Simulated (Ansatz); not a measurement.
Basis-set extrapolation for C₂H₃ClF₂O, SMILES `FCOC(F)Cl` (PBE0-D4/def2-TZVP geometry, frozen core, Ansatz 0.2.0). Multiplicity 1, RHF reference.

|  | def2-TZVPP | def2-QZVPP |
| --- | --- | --- |
| HF | -810.873858 | -810.902075 |
| MP2 correlation | -1.250388 | -1.359505 |
| CCSD(T) correlation | -1.327686 | not run |

Energies in hartree. Use E(X) = E(∞) + A·exp(−7.88·√X) for Hartree–Fock and E(X) = E(∞) + B·X^(−2.97) for correlation, with X = 3 and 4, and add CCSD(T) minus MP2 of the smaller set to the MP2 limit.

Question: What is the CCSD(T) energy at the basis-set limit?

Answer: HF limit: -810.902075 + (-0.028217) × 0.13774 = -810.90596. MP2 limit: -1.359505 + (-0.109117) × 0.74074 = -1.44033. Higher-order term: -1.327686 − (-1.250388) = -0.07730. Total: -812.42359 hartree, 583.0 kJ/mol below CCSD(T)/def2-TZVPP.
